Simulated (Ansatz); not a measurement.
C2H5 (SMILES [CH2]C) moved off its minimum; all values from Ansatz (a first-principles code), cores frozen in correlated methods. Open shells are unrestricted.
(charge 0, multiplicity 2)
```xyz
7

C      0.7185    -0.1025     0.1413
C     -0.6895     0.2062     0.0146
H      1.4040     0.7673     0.2053
H      1.2663    -1.0111    -0.1283
H     -1.0552    -0.1332     1.0826
H     -0.9684     1.0919    -0.2666
H     -1.2658    -0.5224    -0.7995
```

Give the forces (eV/Å), the total energy and the dipole at CCSD(T)/cc-pVTZ.


```tsv
atom	Fx	Fy	Fz
C1	2.979	1.247	-0.858
C2	-1.533	-8.540	1.280
H3	-0.380	-0.564	0.168
H4	-0.828	0.029	0.162
H5	-0.409	0.976	-1.921
H6	-1.210	5.409	-0.971
H7	1.382	1.442	2.140
```
Energy -78.9672 hartree, dipole 0.30 D.
